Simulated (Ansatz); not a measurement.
**LiCl (SMILES [Li][Cl]): one structure at several levels**

The task here is to estimate one member of a computed series from the others.

Program: Ansatz 0.2.0, Gaussian basis. Level of theory: single points in def2-TZVPP. These are calculated values, not measurements.

Cores are frozen in the correlated methods. The outer core shell of Li, Na, Mg and K is correlated.

### Where the work starts

2 atoms, charge 0, spin multiplicity 1.

Atoms are counted from 1 here; the program's logs count them from 0.

Bond lengths: Li1–Cl2 1.929 Å.

Geometry (Å):

```xyz
2
charge 0, multiplicity 1
Li    0.8696   -0.3395    0.4088
Cl   -0.7768    0.2765   -0.3864
```

Set-up of the first run:

run/in.yaml reads:

```yaml
crystal:
  periodic: [false, false, false]
  atoms:
    - {symbol: Li, position_ang: [0.869600, -0.339500, 0.408800]}
    - {symbol: Cl, position_ang: [-0.776800, 0.276500, -0.386400]}
basis:
  gaussian: {orbitals: def2-TZVPP}
correlation: {method: ccsd_t}
output: {forces: true}
```

No record of the launch command was kept for these runs.

Steps of the session up to this table: CCSD(T)/def2-TZVPP; PBE0-D4/def2-TZVPP; wB97M-V/def2-TZVPP; r2SCAN-D4/def2-TZVPP; PBE-D4/def2-TZVPP; r2SCAN0-D4/def2-TZVPP; CAM-B3LYP-D4/def2-TZVPP.

One table of the session follows, with a row left open; its other results are not shown here.

| method | RMS force component (eV/Å) | dipole (D) |
| --- | --- | --- |
| CCSD(T) | 0.643 | 6.72 |
| PBE0-D4 | 0.549 | 6.59 |
| wB97M-V | 0.590 | 6.58 |
| r2SCAN-D4 | 0.624 | 6.65 |
| PBE-D4 | ? | ? |
| r2SCAN0-D4 | 0.592 | 6.73 |
| CAM-B3LYP-D4 | 0.512 | 6.57 |

Estimate the missing values for PBE-D4.

As computed: RMS force component (eV/Å): 0.579; dipole (D): 6.41. In the column «RMS force component (eV/Å)» it lies between PBE0-D4 (0.549) and wB97M-V (0.590).
